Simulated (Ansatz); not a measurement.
**Exact exchange and the HOMO–LUMO gap of NF3 (nitrogen trifluoride)**

NF3 has 4 atoms, charge 0, and is taken as a singlet. SMILES: `FN(F)F`. The coordinates come from a PBE0-D4/def2-TZVP relaxation.

The HOMO–LUMO gap y, in eV, basis cc-pVTZ; a is the functional's share of exact exchange. Programs: Ansatz 0.2.0.

| functional | program | a | y (eV) |
| --- | --- | --- | --- |
| revPBE | Ansatz | 0 | 7.73 |
| BLYP | Ansatz | 0 | 7.65 |
| B3LYP | Ansatz | 0.2 | ? |
| PBE0 | Ansatz | 0.25 | 11.12 |
| BHLYP | Ansatz | 0.5 | 14.64 |

Problem. Fit y = c + s·a to the known rows and predict B3LYP.

Solution. 
1. Means of the 4 rows: a = 0.1875, y = 10.285.
2. Σ(Δa)² = 0.17188, Σ(Δa·Δy) = 2.3862, so the slope is 2.3862/0.17188 = 13.883.
3. Intercept: 10.285 − (13.883) × 0.1875 = 7.682. The largest residual of the fit is 0.048.
4. B3LYP: 7.682 + (13.883) × 0.2 = 10.46 eV.

The run gave 10.41 eV, so the prediction is off by +0.05 eV, about the scatter of the fit. Exact exchange lowers occupied levels and raises empty ones. The rows mix families of semi-local functionals, which the line can't see.
